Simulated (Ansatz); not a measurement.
Nudged elastic band run: H₈Si₂

input.yaml

```yaml
crystal:
  periodic: [false, false, false]
  atoms:
    - { symbol: Si, position_ang: [-1.103732, -0.771995, -0.20827] }
    - { symbol: Si, position_ang: [-0.084727, 1.341419, -0.216525] }
    - { symbol: H, position_ang: [-0.128303, -1.831975, -0.604022] }
    - { symbol: H, position_ang: [-1.628241, -1.088389, 1.155003] }
    - { symbol: H, position_ang: [-2.243824, -0.79118, -1.174774] }
    - { symbol: H, position_ang: [2.461639, -0.835415, 1.06279] }
    - { symbol: H, position_ang: [2.318256, -1.454693, 0.645615] }
    - { symbol: H, position_ang: [0.91463, 1.451678, 0.888375] }
    - { symbol: H, position_ang: [0.612108, 1.575102, -1.517896] }
    - { symbol: H, position_ang: [-1.117805, 2.405551, -0.030296] }
basis:
  gaussian: { orbitals: def2-SVPD }
hamiltonian:
  xc: pbe0
  dispersion: d4
neb:
  order_check: false
  images: 7
  f_tol: 0.05
  max_iterations: 60
  final_atoms:
    - { symbol: Si, position_ang: [-0.59477363, -1.87607093, -0.13860846] }
    - { symbol: Si, position_ang: [0.59377314, 1.87726034, 0.1385979] }
    - { symbol: H, position_ang: [-1.4030588, -3.03836844, -0.60933334] }
    - { symbol: H, position_ang: [-1.08719113, -1.43414632, 1.19778624] }
    - { symbol: H, position_ang: [-0.73055309, -0.75526493, -1.11505677] }
    - { symbol: H, position_ang: [1.15632209, 0.66337051, 0.80171188] }
    - { symbol: H, position_ang: [0.83849409, -2.27615195, -0.03776168] }
    - { symbol: H, position_ang: [1.24954495, 3.09266948, 0.70447512] }
    - { symbol: H, position_ang: [0.85346378, 1.8061441, -1.32809591] }
    - { symbol: H, position_ang: [-0.8760204, 1.94066113, 0.38628502] }
  initial_path:
    images:
      - { positions_ang: [[-1.103732, -0.771995, -0.20827], [-0.084727, 1.341419, -0.216525], [-0.128303, -1.831975, -0.604022], [-1.628241, -1.088389, 1.155003], [-2.243824, -0.79118, -1.174774], [2.461639, -0.835415, 1.06279], [2.318256, -1.454693, 0.645615], [0.91463, 1.451678, 0.888375], [0.612108, 1.575102, -1.517896], [-1.117805, 2.405551, -0.030296]] }
      - { positions_ang: [[-1.03843518, -0.83639974, -0.18879747], [0.00241299, 1.33338659, -0.18228612], [-0.12453812, -1.86293048, -0.70614353], [-1.45000005, -1.19471805, 1.17961889], [-2.23971196, -0.87134597, -1.03769589], [2.19160248, -0.65808805, 0.90050941], [1.97954878, -1.34129476, 0.58592514], [0.8785704, 1.49387743, 0.9829399], [0.78936016, 1.51899779, -1.41284222], [-0.9888085, 2.41861824, -0.1212281]] }
      - { positions_ang: [[-0.97313835, -0.90080449, -0.16932494], [0.08955297, 1.32535417, -0.14804723], [-0.12077324, -1.89388596, -0.80826506], [-1.2717591, -1.30104709, 1.20423478], [-2.23559992, -0.95151194, -0.90061778], [1.92156596, -0.48076111, 0.73822882], [1.64084156, -1.22789652, 0.52623528], [0.8425108, 1.53607687, 1.0775048], [0.96661232, 1.46289358, -1.30778845], [-0.85981199, 2.43168549, -0.21216021]] }
      - { positions_ang: [[-0.90784153, -0.96520923, -0.14985242], [0.17669296, 1.31732176, -0.11380835], [-0.11700836, -1.92484145, -0.9103866], [-1.09351815, -1.40737614, 1.22885067], [-2.23148788, -1.03167791, -0.76353968], [1.65152944, -0.30343416, 0.57594823], [1.30213435, -1.11449828, 0.46654542], [0.80645119, 1.5782763, 1.1720697], [1.14386448, 1.40678938, -1.20273467], [-0.73081549, 2.44475273, -0.30309231]] }
      - { positions_ang: [[-0.84254471, -1.02961398, -0.13037989], [0.26383294, 1.30928935, -0.07956946], [-0.11324349, -1.95579693, -1.01250813], [-0.91527721, -1.51370519, 1.25346656], [-2.22737584, -1.11184388, -0.62646157], [1.38149292, -0.12610721, 0.41366763], [0.96342713, -1.00110004, 0.40685556], [0.77039159, 1.62047573, 1.2666346], [1.32111664, 1.35068517, -1.0976809], [-0.60181898, 2.45781998, -0.39402441]] }
      - { positions_ang: [[-0.78060194, -1.24122822, -0.13243703], [0.34631799, 1.4512821, -0.02502762], [-0.43569731, -2.2264398, -0.91171443], [-0.95825569, -1.49381547, 1.23954648], [-1.85317015, -1.02269915, -0.74861037], [1.32520022, 0.07126222, 0.5106787], [0.93219387, -1.31986302, 0.29570125], [0.89017993, 1.98852417, 1.12609473], [1.20420342, 1.4645499, -1.15528465], [-0.67036934, 2.32853027, -0.19894705]] }
      - { positions_ang: [[-0.71865917, -1.45284245, -0.13449418], [0.42880304, 1.59327484, 0.02951422], [-0.75815114, -2.49708268, -0.81092073], [-1.00123417, -1.47392575, 1.2256264], [-1.47896446, -0.93355441, -0.87075917], [1.26890751, 0.26863165, 0.60768976], [0.90096061, -1.63862599, 0.18454694], [1.00996827, 2.35657261, 0.98555486], [1.08729021, 1.57841464, -1.2128884], [-0.73891969, 2.19924056, -0.00386969]] }
      - { positions_ang: [[-0.6567164, -1.66445669, -0.13655132], [0.51128809, 1.73526759, 0.08405606], [-1.08060497, -2.76772556, -0.71012704], [-1.04421265, -1.45403603, 1.21170632], [-1.10475878, -0.84440967, -0.99290797], [1.2126148, 0.46600108, 0.70470082], [0.86972735, -1.95738897, 0.07339263], [1.12975661, 2.72462105, 0.84501499], [0.97037699, 1.69227937, -1.27049216], [-0.80747005, 2.06995084, 0.19120766]] }
      - { positions_ang: [[-0.59477363, -1.87607093, -0.13860846], [0.59377314, 1.87726034, 0.1385979], [-1.4030588, -3.03836844, -0.60933334], [-1.08719113, -1.43414632, 1.19778624], [-0.73055309, -0.75526493, -1.11505677], [1.15632209, 0.66337051, 0.80171188], [0.83849409, -2.27615195, -0.03776168], [1.24954495, 3.09266948, 0.70447512], [0.85346378, 1.8061441, -1.32809591], [-0.8760204, 1.94066113, 0.38628502]] }
```

Run as:

```bash
$ ansatz run input.yaml --threads 2 --pin off --max-ram 3072MiB --backend cpu --events-out ev --progress --plain --runs-dir out
```

Output, in part (warnings, iteration lines, the closing report on the highest movable image, with atoms numbered from 0):

```
NEB end point (image 0): max|allowed force component| = 2.683e-3 eV/Å (the criterion of neb.relax_end_points is 1.000e-2)
NEB end point (image 8): max|allowed force component| = 1.556e-2 eV/Å (the criterion of neb.relax_end_points is 1.000e-2)
NEB iter   1: max|band force component| = 1.005e1 eV/Å  barrier→ = 7.5288 eV  barrier← = 7.7145 eV  Δτ_max = 0.2000 Å  (244 SCF iters)
NEB iter   2: max|band force component| = 4.316e0 eV/Å  barrier→ = 5.2492 eV  barrier← = 5.4349 eV  Δτ_max = 0.2000 Å  (201 SCF iters)
NEB iter   3: max|band force component| = 2.333e0 eV/Å  barrier→ = 3.4215 eV  barrier← = 3.6072 eV  Δτ_max = 0.2000 Å  (185 SCF iters)
NEB iter   4: max|band force component| = 1.125e0 eV/Å  barrier→ = 2.2886 eV  barrier← = 2.4743 eV  Δτ_max = 0.2000 Å  (177 SCF iters)
NEB iter   5: max|band force component| = 3.293e0 eV/Å  barrier→ = 2.9430 eV  barrier← = 3.1287 eV  Δτ_max = 0.1033 Å  (178 SCF iters)
NEB iter   6: max|band force component| = 1.716e0 eV/Å  barrier→ = 3.2007 eV  barrier← = 3.3864 eV  Δτ_max = 0.1026 Å  (171 SCF iters)
NEB iter   7: max|band force component| = 6.985e-1 eV/Å  barrier→ = 3.1715 eV  barrier← = 3.3571 eV  Δτ_max = 0.2000 Å  (172 SCF iters)
NEB iter   8: max|band force component| = 9.845e-1 eV/Å  barrier→ = 3.0000 eV  barrier← = 3.1857 eV  Δτ_max = 0.2000 Å  (176 SCF iters)
NEB iter   9: max|band force component| = 1.482e0 eV/Å  barrier→ = 2.8350 eV  barrier← = 3.0207 eV  Δτ_max = 0.0987 Å  (174 SCF iters)
NEB iter  10: max|band force component| = 5.072e-1 eV/Å  barrier→ = 2.6970 eV  barrier← = 2.8826 eV  Δτ_max = 0.1498 Å  (168 SCF iters)
NEB iter  11: max|band force component| = 1.209e0 eV/Å  barrier→ = 2.5729 eV  barrier← = 2.7586 eV  CI = image 4  Δτ_max = 0.1969 Å  (172 SCF iters)
NEB iter  12: max|band force component| = 1.144e0 eV/Å  barrier→ = 2.4434 eV  barrier← = 2.6290 eV  CI = image 4  Δτ_max = 0.2000 Å  (163 SCF iters)
NEB iter  13: max|band force component| = 1.027e0 eV/Å  barrier→ = 2.9606 eV  barrier← = 3.1463 eV  CI = image 4  Δτ_max = 0.2000 Å  (172 SCF iters)
NEB iter  14: max|band force component| = 6.663e-1 eV/Å  barrier→ = 3.0000 eV  barrier← = 3.1857 eV  CI = image 4  Δτ_max = 0.1209 Å  (170 SCF iters)
NEB iter  15: max|band force component| = 6.617e-1 eV/Å  barrier→ = 3.0048 eV  barrier← = 3.1904 eV  CI = image 4  Δτ_max = 0.0602 Å  (168 SCF iters)
NEB iter  16: max|band force component| = 4.888e-1 eV/Å  barrier→ = 2.9862 eV  barrier← = 3.1719 eV  CI = image 4  Δτ_max = 0.1204 Å  (167 SCF iters)
NEB iter  17: max|band force component| = 8.791e-2 eV/Å  barrier→ = 2.9609 eV  barrier← = 3.1466 eV  CI = image 4  Δτ_max = 0.1297 Å  (167 SCF iters)
NEB iter  18: max|band force component| = 2.011e-1 eV/Å  barrier→ = 2.9485 eV  barrier← = 3.1342 eV  CI = image 4  Δτ_max = 0.0652 Å  (165 SCF iters)
NEB iter  19: max|band force component| = 2.139e-1 eV/Å  barrier→ = 2.9393 eV  barrier← = 3.1250 eV  CI = image 4  Δτ_max = 0.0326 Å  (165 SCF iters)
NEB iter  20: max|band force component| = 1.501e-1 eV/Å  barrier→ = 2.9344 eV  barrier← = 3.1201 eV  CI = image 4  Δτ_max = 0.0326 Å  (167 SCF iters)
NEB iter  21: max|band force component| = 1.193e-1 eV/Å  barrier→ = 2.9294 eV  barrier← = 3.1151 eV  CI = image 4  Δτ_max = 0.0651 Å  (167 SCF iters)
NEB iter  22: max|band force component| = 1.128e-1 eV/Å  barrier→ = 2.9198 eV  barrier← = 3.1055 eV  CI = image 4  Δτ_max = 0.0652 Å  (166 SCF iters)
NEB iter  23: max|band force component| = 1.187e-1 eV/Å  barrier→ = 2.9112 eV  barrier← = 3.0969 eV  CI = image 4  Δτ_max = 0.0651 Å  (166 SCF iters)
NEB iter  24: max|band force component| = 1.194e-1 eV/Å  barrier→ = 2.9039 eV  barrier← = 3.0896 eV  CI = image 4  Δτ_max = 0.0652 Å  (164 SCF iters)
NEB iter  25: max|band force component| = 1.131e-1 eV/Å  barrier→ = 2.8983 eV  barrier← = 3.0840 eV  CI = image 4  Δτ_max = 0.1301 Å  (165 SCF iters)
NEB iter  26: max|band force component| = 1.405e-1 eV/Å  barrier→ = 2.8937 eV  barrier← = 3.0794 eV  CI = image 4  Δτ_max = 0.0651 Å  (170 SCF iters)
NEB iter  27: max|band force component| = 1.223e-1 eV/Å  barrier→ = 2.8919 eV  barrier← = 3.0776 eV  CI = image 4  Δτ_max = 0.0648 Å  (166 SCF iters)
NEB iter  28: max|band force component| = 6.375e-2 eV/Å  barrier→ = 2.8911 eV  barrier← = 3.0768 eV  CI = image 4  Δτ_max = 0.0648 Å  (167 SCF iters)
NEB iter  29: max|band force component| = 7.721e-2 eV/Å  barrier→ = 2.8891 eV  barrier← = 3.0747 eV  CI = image 4  Δτ_max = 0.0648 Å  (167 SCF iters)
NEB iter  30: max|band force component| = 6.563e-2 eV/Å  barrier→ = 2.8882 eV  barrier← = 3.0739 eV  CI = image 4  Δτ_max = 0.1290 Å  (163 SCF iters)
NEB iter  31: max|band force component| = 4.456e-2 eV/Å  barrier→ = 2.8880 eV  barrier← = 3.0736 eV  CI = image 4  Δτ_max = 0.0000 Å  (312 SCF iters)
Total energy: -15869.71921984 eV, -583.2014244470 hartree
Atom 0 at    -0.476826    -1.131381    -0.116577 Å, force     0.016289     0.006638    -0.018477 eV/Å
Atom 1 at     0.381196     1.378822    -0.017164 Å, force     0.002397    -0.003203     0.008435 eV/Å
Atom 2 at     0.110979    -2.158317    -1.034545 Å, force    -0.004012     0.009581     0.010871 eV/Å
Atom 3 at    -1.393872    -1.490418     1.004453 Å, force    -0.009921    -0.011796     0.009321 eV/Å
Atom 4 at    -1.387396    -0.339858    -1.069007 Å, force    -0.001511     0.001965     0.001264 eV/Å
Atom 5 at     0.750229    -0.352920     0.614106 Å, force    -0.002465    -0.000203    -0.001893 eV/Å
Atom 6 at     0.841993    -1.461415     0.948297 Å, force     0.000171     0.001913     0.000754 eV/Å
Atom 7 at     1.493626     2.017942     0.760392 Å, force    -0.003392    -0.003182    -0.004087 eV/Å
Atom 8 at     0.608140     1.569975    -1.478872 Å, force     0.000173    -0.000870    -0.004414 eV/Å
Atom 9 at    -0.928066     1.967673     0.388917 Å, force     0.002272    -0.000845    -0.001774 eV/Å
Dipole moment:     0.054827     0.054534     0.030215 e Å
```

The run converged. A structure lower than the first end lies on the path between it and the top, so the climb from that side starts below the end, which may itself be a saddle point or a shallow side well. Neighbouring images differ by up to 2.3 eV, so the band resolves the path poorly. A vibrational analysis at the climbing image gives one clearly imaginary mode, 1620i cm⁻¹: a first-order saddle point. The orbitals stay closed-shell, which can raise the energy where a bond breaks towards radicals; this wasn't checked here.

Final band (atoms are numbered from 1 in the order of the input):

```tsv
image	path coordinate (Å)	energy (kJ/mol)	Si1–Si2 (Å)	H6–H7 (Å)	Si1–H7 (Å)
0	0.00	0.0	2.35	0.76	3.59
1	0.97	-0.4	2.35	0.76	3.59
2	1.95	2.7	2.35	0.76	2.99
3	2.92	58.3	2.38	0.77	2.35
4	3.90	278.6	2.65	1.16	1.73
5	4.86	79.1	3.17	1.69	1.50
6	5.83	-4.3	3.66	2.10	1.49
7	6.79	-16.6	4.00	2.74	1.49
8	7.76	-17.9	3.95	3.07	1.49
```

Time of the run: 3.6 min on 2 threads of Intel(R) Xeon(R) 6975P-C (Granite Rapids), with other jobs on the host, peak memory 0.26 GiB.
